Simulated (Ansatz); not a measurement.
CH3Cl, singlet: the ladder up to RCCSDTQ

Geometry: MP2(full)/6-31G*, from the G2/97 set.

```xyz
5

C     0.0000    0.0000   -1.2269
Cl    0.0000    0.0000    0.5504
H     0.0000    1.0293   -1.5798
H     0.8914   -0.5147   -1.5798
H    -0.8914   -0.5147   -1.5798
```

Basis 6-31G* (Cartesian d functions); Ansatz 0.2.0. Correlated methods freeze the noble-gas cores, which leaves 14 electrons in 34 orbitals. Prefix R: restricted or restricted open-shell reference. Active spaces: valence = (14e, 11o) chosen from the atoms' valence shells.

Full CI isn't at hand for all of this; RCCSDTQ serves as the reference, and is uncertain by about the last step of the cluster series.

```
UHF ⟨S²⟩                          : 0.000
T1 diagnostic (RCCSD)             : 0.0071
largest doubles amplitude (RCCSD) : 0.051
```

Task: From what is known of these methods and the diagnostics, rank them by the size of their error in total energy against RCCSDTQ in 6-31G*, smallest first (an estimate: the text doesn't fix the numbers).
A. MRCISD (valence space)
B. RMP2
C. RCCSDT(Q)
D. BCCD(T)
E. CISD

Result: C (0.00 kcal/mol), D (0.54 kcal/mol), A (9.32 kcal/mol), E (18.71 kcal/mol), B (22.60 kcal/mol).

All errors are against RCCSDTQ in 6-31G*. Below it: RCCSDT(Q). Within each family the higher level lies nearer, as is usual though not guaranteed.

Natural occupations of CASSCF (valence space) about the gap: 1.999 1.983 1.978 1.978 1.972 0.030 0.021 0.021 0.019; effectively unpaired electrons, Σ n²(2−n)², 0.02.

Atomization energy (electronic, same basis, no zero-point term; atoms at the same level, unrestricted beside the R rows where the molecule is a closed shell, with restricted open-shell steps beyond CCSDT(Q)) at RCCSDTQ: 1501.9 kJ/mol. Errors of other levels:

```tsv
level	error (kJ/mol)
RHF	-269.5
RMP2	6.3
CISD	-60.1
RCCSD	-12.2
RCCSD(T)	-0.7
BCCD(T)	-0.4
RCCSDT	-0.6
CISDTQ	-4.3
RCCSDT(Q)	0.0
CASSCF (valence space)	-69.9
NEVPT2 (valence space)	-8.1
MRCISD (valence space)	-22.8
MRCISD+Q (valence space)	-5.7
```

This basis is far from its limit, so the value isn't to be set against a measured one. Truncated CI isn't size-consistent, which counts against it in atomization.
